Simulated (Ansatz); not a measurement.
**How methods differ on AlH (SMILES [AlH])**

AlH has 2 atoms, charge 0, and is taken as a singlet. SMILES: `[AlH]`. Geometry: relaxed at PBE0-D4/def2-TZVP.

| atom | x (Å) | y (Å) | z (Å) |
| --- | --- | --- | --- |
| Al | 0.0000 | 0.0000 | -0.0256 |
| H | 0.0000 | 0.0000 | 1.6391 |

Each level gives the energy change with the Al1–H2 bond stretched from 1.665 to 3.330 Å (eV). The values are calculated.

```
                        level                    kind  program  value (eV)  CPU time (all runs)
   SVWN5/cc-pVTZ (restricted)                     LDA   Ansatz        2.48                1.1 s
    BLYP/cc-pVTZ (restricted)                     GGA   Ansatz        2.39                1.6 s
  r2SCAN/cc-pVTZ (restricted)                meta-GGA   Ansatz        2.65                3.3 s
   B3LYP/cc-pVTZ (restricted)           global hybrid   Ansatz        2.64                1.6 s
 wB97M-V/cc-pVTZ (restricted)  range-separated hybrid   Ansatz        2.81                 12 s
  B2PLYP/cc-pVTZ (restricted)           double hybrid   Ansatz        2.77                2.2 s
     MP2/cc-pVTZ (restricted)     perturbation theory   Ansatz        3.03               0.54 s
    CCSD/cc-pVTZ (restricted)   coupled cluster or CI   Ansatz        2.68               0.94 s
CCSDT(Q)/cc-pVTZ (restricted)   coupled cluster or CI   Ansatz        2.57                  4 s
                    FCI/3-21G      exact in the basis   Ansatz        2.05               0.25 s
```

The first shape isn't each level's own minimum. The values span 2.05 to 3.03 eV. High-level rows in very small sets aren't better than simpler rows in larger ones. Times are those of the runs behind each value, whatever else they computed, on shared processors of several kinds: orders of magnitude only.
